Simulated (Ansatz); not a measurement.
Results of PBE0 (plane waves, PAW; Ansatz, an electronic-structure program) for antifluorite Mg₂Ge.

Numerical settings: plane-wave cutoff 460 eV, 8×8×8 k mesh, Fermi–Dirac smearing 0.01 eV, scalar-relativistic PAW data made under PBE.

Cell (relaxed at this level):

Space group Fm-3m (No. 225); a = 6.377 Å, b = 6.377 Å, c = 6.377 Å, α = 90.00°, β = 90.00°, γ = 90.00°

```csv
atom,site,symmetry,x,y,z
Mg,8c,-43m,0.2500,0.2500,0.2500
Ge,4a,m-3m,0.0000,0.0000,0.0000
```
(The calculation used a cell of 3 atoms; values per cell refer to that cell.)

### Question
What does this level give for the bulk modulus B0, band gap, smallest direct gap on the k points sampled and pressure derivative B′ of the bulk modulus?

### Answer

* **bulk modulus B0**: 55.1 GPa
* **band gap**: 1.09 eV (on the SCF k mesh) (indirect)
* **smallest direct gap on the k points sampled**: 2.27 eV
* **pressure derivative B′ of the bulk modulus**: 4.0

Measured, for comparison: band gap 0.74 eV (temperature not stated, no zero-point or thermal correction, indirect, Γ–X; as tabulated in Ryu et al. (2019), arXiv:1905.06140).

Spin–orbit coupling is not included.
